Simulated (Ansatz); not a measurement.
**AlCO+ (quintet): the correlation ladder, cc-pVDZ**

The task here is to estimate one member of a computed series from the others.

The runs use Ansatz 0.2.0, Gaussian basis; cc-pVDZ, core rule «outside noble gas», up to 7 orbitals frozen.

The runs, in order: UHF; CCSD(T) on ROHF; CCSD(T) on UHF; BCCD(T) on ROHF; CISD; CCSDT(Q) on ROHF; CCSDT(Q) on UHF.

28 further runs of the same task are left out: 10 for a known fault of the program, 8 that didn't finish, 10 set aside as unsound or not needed.

### The system

The geometry is a PBE0/def2-TZVP stationary point (not a proven minimum) of the parent state, kept for this charge and spin.

3 atoms, charge 1, spin multiplicity 5.

Atoms are counted from 1 here; the program's logs count them from 0.

Bond lengths: C1–Al2 1.893 Å, Al2–O3 1.598 Å. Angles: C1–Al2–O3 180.0°.

The first run:

File in.yaml:

```yaml
crystal:
  periodic: [false, false, false]
  atoms:
    - {symbol: C, position_ang: [0.000000, 0.000000, 1.794300]}
    - {symbol: Al, position_ang: [0.000000, 0.000000, -0.098300]}
    - {symbol: O, position_ang: [0.000000, 0.000000, -1.696000]}
basis:
  gaussian: {orbitals: cc-pVDZ}
total_charge: 1
magnetization: {spin_polarized: true, initial_magnetization: 4}
hamiltonian: {xc: hf}
output: {orbitals: {seedname: orbitals}}
```

Started as:

```
$ ansatz run in.yaml --threads 1 --pin off --events-out ev --progress --plain --max-ram 2393MiB
```

Steps of the session up to this table: UHF; CCSD(T) on ROHF; CCSD(T) on UHF; BCCD(T) on ROHF; CISD; CCSDT(Q) on ROHF; CCSDT(Q) on UHF.

One table of the session follows, with a row left open; its other results are not shown here.

It belongs to the step «Misses and costs». 

```
   method  from UCCSDT(Q) (meV)
     ROHF               +7302.6
      UHF               +7171.2
     RMP2               +1002.9
     UMP2               +1007.3
     CISD                +669.2
    RCCSD                +210.9
    UCCSD                     ?
 RCCSD(T)                 +49.5
 UCCSD(T)                 +48.2
  BCCD(T)                 +48.5
   RCCSDT                 +17.3
   UCCSDT                 +15.8
RCCSDT(Q)                  +3.5
UCCSDT(Q)                     0
```

Q: Estimate the row for UCCSD from the others.

The run gave: from UCCSDT(Q) (meV): +207.8. In the column «from UCCSDT(Q) (meV)» it lies between RCCSD(T) (+49.5) and RCCSD (+210.9).

To keep in mind: Restricted and unrestricted rows rest on different reference determinants; where their highest levels disagree by more than a few hundredths of an eV, they describe different states and don't form one ladder.
